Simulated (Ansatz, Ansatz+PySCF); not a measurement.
```xyz
2

O    -0.0489    0.0012   -0.0986
H     0.0257    0.0241    0.8362
```

RHF on singlet OH(-) was run in several spherical basis sets with Ansatz (development build ahead of 0.2.0). Caution: no diffuse functions for an anion.

Question: Rank the basis sets by the total energy that they give, lowest first, with the distance from the lowest.
A. aug-cc-pVDZ
B. STO-3G
C. def2-SVP

Answer: A (0.00 eV), C (3.51 eV), B (36.61 eV).

Totals follow the description of the cores as much as that of the bonds, so this order isn't one of quality for chemistry.
